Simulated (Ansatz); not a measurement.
This geometry of BCl2H (4 atoms, charge 0, multiplicity 1) is a first-order saddle point.

Method: RKS B3LYP-D4/def2-SVP (Ansatz 0.2.0).

```xyz
4
Properties=species:S:1:pos:R:3
B 0.110 0.000 -0.690
Cl 1.226 0.000 1.729
H 1.198 0.000 0.184
Cl -1.578 0.000 -0.672
```

Problem. Which two structures does it join? (They come from a converged band through this point; their orientation in space is the band's.)

Solution. Bonds broken: B1–Cl2, B1–H3. Bonds formed: Cl2–H3. BCl2H becomes BCl + ClH.

First end point:

```xyz
4
Properties=species:S:1:pos:R:3
B 0.339 0.000 0.052
Cl 0.666 0.000 1.768
H 1.252 0.000 -0.723
Cl -1.302 0.000 -0.546
```

Last end point:

```xyz
4
Properties=species:S:1:pos:R:3
B -0.164 0.000 -0.841
Cl 1.686 0.000 1.851
H 1.291 0.000 0.590
Cl -1.856 0.000 -1.048
```

Problem. How far does it lie above each of them?

Solution. 3.84 eV above the first and 0.11 eV above the second. This is the barrier of this one path; another mechanism may lie lower. The orbitals stay closed-shell, which can raise the energy where a bond breaks towards radicals; this wasn't checked here.

The run took 100 s on 1 thread of AMD EPYC 7B13 (Zen 3), on a shared host, peak memory 0.12 GiB.
